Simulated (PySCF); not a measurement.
Several orderings of computed values.

Species are written as SMILES; each is one conformer at its optimised geometry, gas phase, non-relativistic unless stated. Electronic properties by PySCF.

The conformers computed, where there is a choice (atom-mapped SMILES and torsion angles):
- `[CH3:1][S:2](=[O:3])(=[O:4])[c:5]1[cH:6][cH:7][cH:8][cH:9][c:10]1[SH:11]`: C1–S2–C5–C6 103°, H–S11–C10–C9 162°
- `[CH3:1][O:2][C@@H:3]([F:4])[C@:5]1([C:6]#[N:7])[O:8][C@@H:9]1[F:10]`: C1–O2–C3–F4 68°, O2–C3–C5–C6 -68°
- `[CH3:1][O:2][Si@H:3]([OH:4])[n:5]1[cH:6][cH:7][c:8]([OH:9])[cH:10]1`: C1–O2–Si3–O4 -162°, O2–Si3–N5–C6 -27°, H–O4–Si3–O2 -36°, H–O9–C8–C7 180°
- `[CH2:1]=[CH:2][CH2:3][C@@H:4]1[CH2:5][C@H:6]1[SiH2:7][O:8][SiH3:9]`: C1–C2–C3–C4 -124°, C2–C3–C4–C5 -87°, C5–C6–Si7–O8 37°
- `[CH3:1][CH:2]([CH3:3])[CH2:4][PH:5][c:6]1[cH:7][cH:8][cH:9][s:10]1`: C1–C2–C4–P5 67°, C2–C4–P5–C6 -178°, C4–P5–C6–C7 -116°
- `[CH3:1][CH2:2][C@H:3]([CH2:4][C:5]([F:6])([F:7])[F:8])[C:9](=[O:10])[Cl:11]`: C1–C2–C3–C4 -177°, C2–C3–C4–C5 167°, C3–C4–C5–F6 180°, C2–C3–C9–O10 73°
- `[CH3:1][N:2]([CH3:3])[CH2:4]/[P:5]=[P:6]/[N:7]([CH3:8])[CH3:9]`: C1–N2–C4–P5 72°, N2–C4–P5–P6 -121°, P5–P6–N7–C8 165°
- `[CH3:1][SiH:2]([CH3:3])/[CH:4]=[CH:5]\[C:6](=[O:7])[CH2:8][SiH3:9]`: C1–Si2–C4–C5 173°, C4–C5–C6–O7 1°, C5–C6–C8–Si9 87°

The conformers of `CO[C@@H]1CC=C([SiH2][SiH3])C1`, `CC1=C[Si@](C)(O[SiH3])CC1` and `CC(=S)[C@H]1CCC[NH2+]C1` aren't listed.

Problem. Rank by HOMO energy, lowest first (PBE0/pcSseg-1 at GFN2-xTB geometries).
A. `[SiH2]([SiH3])C1C[C@H](OC)CC=1`
B. `O=C1C=CC(=O)C=C1`
C. `CO[C@@H](F)[C@]1(C#N)O[C@@H]1F`
D. `O=S(C)(c1c(cccc1)S)=O`

Solution. C (-8.98 eV), B (-8.02 eV), A (-7.08 eV), D (-6.85 eV).

Problem. Give the two extremes of that set in hartree.

Solution. `CO[C@@H](F)[C@]1(C#N)O[C@@H]1F`: -0.330 Eh; `CS(=O)(=O)c1ccccc1S`: -0.252 Eh.

Problem. Rank by HOMO–LUMO gap, lowest first (PBE0/pcSseg-1 at GFN2-xTB geometries).
A. `CO[C@@H](F)[C@]1(C#N)O[C@@H]1F`
B. `CC(=S)[C@H]1CCC[NH2+]C1`
C. `CO[C@@H]1CC=C([SiH2][SiH3])C1`
D. `C=CC[C@@H]1C[C@H]1[SiH2]O[SiH3]`
E. `CC1=C[Si@](C)(O[SiH3])CC1`
F. `CC(C)CPc1cccs1`
G. `CS(=O)(=O)c1ccccc1S`
H. `CO[Si@H](O)n1ccc(O)c1`

Solution. B (4.71 eV), G (5.42 eV), F (5.69 eV), H (6.60 eV), C (6.97 eV), E (7.27 eV), D (7.64 eV), A (8.55 eV).

Problem. By how much do the two ends of that ranking differ?

Solution. By 3.84 eV, between `CO[C@@H](F)[C@]1(C#N)O[C@@H]1F` and `CC(=S)[C@H]1CCC[NH2+]C1`.

Problem. Rank by dipole moment, highest first (PBE0/pcSseg-1 at GFN2-xTB geometries).
A. `C=CC[C@@H]1C[C@H]1[SiH2]O[SiH3]`
B. `CC[C@H](CC(F)(F)F)C(=O)Cl`
C. `C1=CC(C=CC1=O)=O`
D. `C[SiH](C)/C=C\C(=O)C[SiH3]`
E. `CS(=O)(=O)c1ccccc1S`
F. `CN(C)C/P=P/N(C)C`
G. `CC(C)CPc1cccs1`
H. `CO[Si@H](O)n1ccc(O)c1`

Solution. E (4.10 D), B (3.83 D), D (2.94 D), H (2.48 D), F (2.14 D), G (1.44 D), A (0.69 D), C (0.00 D).

Problem. By how much do the two ends of that ranking differ?

Solution. By 4.10 D, between `CS(=O)(=O)c1ccccc1S` and `O=C1C=CC(=O)C=C1`.

Problem. Rank by smallest rotational constant, lowest first (GFN2-xTB).
A. `CO[C@@H](F)[C@]1(C#N)O[C@@H]1F`
B. `CS(=O)(=O)c1ccccc1S`
C. `C=CC#N`
D. `C=CC[C@@H]1C[C@H]1[SiH2]O[SiH3]`

Solution. D (0.458 GHz), B (0.555 GHz), A (0.877 GHz), C (4.618 GHz).

Problem. By how much do the two ends of that ranking differ?

Solution. By 4.160 GHz, between `C=CC#N` and `C=CC[C@@H]1C[C@H]1[SiH2]O[SiH3]`.
